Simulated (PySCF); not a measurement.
C5H10Cl (doublet state).
Z-matrix (Å and degrees, GFN2-xTB geometry), rows numbered from 1:
```
C 
C   1  1.5265
C   2  1.4795  1  112.68
C   3  1.4292  2  122.78  1   157.97
C   4  1.5110  3  116.44  2  -161.93
Cl  4  1.9457  3  106.79  2    80.99
H   1  1.0874  2  110.31  3   -60.43
H   1  1.0873  2  110.58  3    59.60
H   1  1.0871  2  110.36  3   179.63
H   2  1.0940  1  110.30  3   123.12
H   2  1.1003  1  108.45  3  -120.76
H   3  1.0789  2  117.78  1   -33.89
H   4  1.0894  3  113.83  2   -28.06
H   5  1.0866  4  110.78  3  -171.20
H   5  1.0892  4  109.11  3    69.19
H   5  1.0869  4  110.56  3   -50.42
```

The hyperfine couplings belong to this conformer and change with its torsions.

As a line formula: `CC[CH][C@H](C)Cl` [radical].

Level of theory: UKS B3LYP, pcH-1 on C Cl H, non-relativistic, mean-field spin-orbit, GIAO (PySCF 2.14.0). Isolated species at its GFN2-xTB geometry (one conformer only). The geometry wasn't refined by DFT: couplings that depend on bond lengths, twists or pyramidal angles can differ widely from those at the functional's own minimum. Stability of the SCF solution: not tested.

(1) Where do the isotropic ENDOR lines of H11, H12, H10, H13, H14/H15/H16, H7/H8/H9 and Cl6 fall at 345.3 mT, to first order?

(2) Which pairs are centred on the nuclear Larmor frequency, and which on half the coupling?

## Answers

(1) ν± = |νn ± a/2|, one line for each electron-spin manifold; νn = |g_N| × 7.62259 MHz/T × B.

```
     nuclei  isotope     g_N  νn (MHz)  a_iso (MHz)  lower line (MHz)  upper line (MHz)
        H11       1H  5.5857     14.70       130.63             50.61             80.02
        H12       1H  5.5857     14.70       -52.44             11.52             40.92
        H10       1H  5.5857     14.70        35.16              2.88             32.28
        H13       1H  5.5857     14.70        17.56              5.92             23.48
H14/H15/H16       1H  5.5857     14.70         1.33             14.04             15.37
   H7/H8/H9       1H  5.5857     14.70        -1.05             14.18             15.23
        Cl6     35Cl  0.5479      1.44        46.55             21.83             24.72
```

(2) Centred on νn, since |a| < 2νn: H13, H14/H15/H16 and H7/H8/H9. Centred on |a|/2 and split by 2νn: H11, H12, H10 and Cl6.

Class means assume fast exchange of nuclei equivalent by connectivity; if that motion is slow, each nucleus keeps its own coupling. The three 1H nuclei of mean +1.3 MHz run from -1.9 to 5.1 MHz in the frozen geometry.

Main isotope only: 35Cl (natural samples also hold 24 % 37Cl, magnetic too, which adds its own pattern).

The run took 47 s wall (with the writing of density and orbital grids) on one thread, Intel Xeon 6975P-C (x86_64), on a shared host, and the process peaked at 0.94 GiB of memory.
